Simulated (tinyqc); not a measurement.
A ladder of methods, and size consistency: correlation methods against full CI in the sto-3g basis, for HF, spin multiplicity 1. Computed by the program tinyqc with PySCF. 

Geometry (angstrom):

| atom | x | y | z |
|---|---|---|---|
| F | 0.0000 | 0.0000 | 0.0000 |
| H | 0.0000 | 0.0000 | 1.0670 |

RHF energy of one = -98.559793 hartree

All electrons correlated; +Q is the Davidson correction (1 - c0^2) E_corr. The last columns treat two copies 100 angstrom apart as one system. FCI is the lowest singlet.

Correlation energies (hartree):

| method | E_corr of one | share of FCI (%) | E_corr of two at 100 angstrom | two minus twice one (mhartree) |
|---|---|---|---|---|
| MP2 | -0.024814 | 63.0468 | -0.049628 | 0.0000 |
| CISD | -0.039358 | 100.0000 | -0.076525 | 2.1905 |
| CISD+Q | -0.040518 | 102.9480 | -0.080664 | 0.3719 |
| CCSD | -0.039358 | 100.0000 | -0.078715 | 0.0000 |
| CCSD(T) | -0.039358 | 100.0000 | -0.078715 | 0.0000 |
| FCI | -0.039358 | 100.0000 | - | - |

MP2 recovers 63 %, CISD 100.0 % and CCSD 100.0 % of the FCI value (c0^2 = 0.971 in CISD). MP2 and coupled cluster are size consistent, so their last column vanishes; CISD loses 2.19 mhartree, since a double excitation on each copy is a quadruple of the pair, and the Davidson correction leaves +0.37. With two electrons, or one virtual orbital, CISD and CCSD are exact for one copy, so +Q overshoots there.
